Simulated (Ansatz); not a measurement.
**BSiH (singlet): the correlation ladder at scale of all distances = 1.000, 6-31G**

An exercise on one series of results from a longer session: the logs are not shown, and one member is left open.

Program: Ansatz 0.2.0, Gaussian basis. Level of theory: 6-31G, core rule «outside noble gas», up to 6 orbitals frozen. These are calculated values, not measurements.

To be run: UHF; CCSD(T) on RHF; CCSD(T) on UHF; BCCD(T) on RHF; CISD; CCSDT(Q) on RHF; CCSDT(Q) on UHF; CISDTQ; CCSDTQ on RHF; CCSDTQ on UHF; CASSCF and MRCISD+Q, 2 electrons in 2 orbitals; CASSCF and NEVPT2, 2 electrons in 2 orbitals; CASSCF and MRCISD+Q, 8 electrons in 9 orbitals; CASSCF and NEVPT2, 8 electrons in 9 orbitals; Full CI.

21 further runs of the same task are left out: 1 for a mislabelled method, 1 for a known fault of the program, 18 that didn't finish, 1 set aside as unsound or not needed.

**The system**

The geometry derives from a PBE0/def2-TZVP stationary point (not a proven minimum). All distances are scaled together.

3 atoms, charge 0, spin multiplicity 1.

Atoms are counted from 1 here; the program's logs count them from 0.

Bond lengths: Si1–B2 2.039 Å, Si1–H3 1.516 Å. Angles: B2–Si1–H3 180.0°.

The first run:

File in.yaml:

```yaml
crystal:
  periodic: [false, false, false]
  atoms:
    - {symbol: Si, position_ang: [0.000000, 0.000000, 0.174230]}
    - {symbol: B, position_ang: [0.000000, 0.000000, -1.864326]}
    - {symbol: H, position_ang: [0.000000, 0.000000, 1.690095]}
basis:
  gaussian: {orbitals: 6-31G}
magnetization: {spin_polarized: true, initial_magnetization: 0}
hamiltonian: {xc: hf}
output: {orbitals: {seedname: orbitals}}
```

On the command line:

```
$ ansatz run in.yaml --threads 1 --pin off --events-out ev --progress --plain --max-ram 2393MiB
```

Steps of the session up to this table: UHF; CCSD(T) on RHF; CCSD(T) on UHF; BCCD(T) on RHF; CISD; CCSDT(Q) on RHF; CCSDT(Q) on UHF; CISDTQ; CCSDTQ on RHF; CCSDTQ on UHF; CASSCF and MRCISD+Q, 2 electrons in 2 orbitals; CASSCF and NEVPT2, 2 electrons in 2 orbitals; CASSCF and MRCISD+Q, 8 electrons in 9 orbitals; CASSCF and NEVPT2, 8 electrons in 9 orbitals; Full CI.

One table of the session follows, with a row left open; its other results are not shown here.

| method | from FCI (meV) |
| --- | --- |
| RHF | +3695.0 |
| RMP2 | +1307.6 |
| CISD | +589.8 |
| RCCSD | +320.6 |
| RCCSD(T) | ? |
| BCCD(T) | +148.4 |
| RCCSDT | +67.5 |
| CISDTQ | +76.0 |
| RCCSDT(Q) | +25.4 |
| RCCSDTQ | +4.7 |
| CASSCF valence | +817.0 |
| NEVPT2 valence | +237.3 |
| MRCISD valence | +20.3 |
| MRCISD+Q valence | +2.1 |
| FCI | 0 |

Estimate the missing values for RCCSD(T).

**Answer.** from FCI (meV): +145.3. In the column «from FCI (meV)» it lies between CISDTQ (+76.0) and BCCD(T) (+148.4).

Among the levels timed on like hardware and quicker than the yardstick, those that no quicker one beats, quickest first: RCCSD(T) (0.39 s, +145.3 meV); RCCSDT(Q) (1.1 s, +25.4 meV); MRCISD+Q valence (9 s, +2.1 meV).

Not comparable, so not listed: CASSCF and MRCISD+Q, 2 electrons in 2 orbitals (they don't share determinant, frozen orbitals or solution with the rows shown, or repeat one).

To keep in mind: The report flags that the cluster equations may have other roots. The yardstick is full CI for this spin, exact in this basis with these frozen cores. Left out of the table: CASSCF pair, NEVPT2 pair (the active space lost an orbital or holds another state than full CI finds). Left out of the table: UHF, UMP2, UCCSD, UCCSD(T), UCCSDT, UCCSDT(Q), UCCSDTQ (another determinant or state than the rows shown). The program flags RCCSDT(Q), RCCSDTQ as in doubt, so those rows may rest on another solution; read them beside their warnings. With 2.2 effectively unpaired electrons against 0 the state is strongly multireference. Of the multireference levels listed MRCISD+Q valence comes nearest in total energy (+2.1 meV), which doesn't show that its space is the better one. Warnings in the runs' records: large difference, other roots, passed over end.
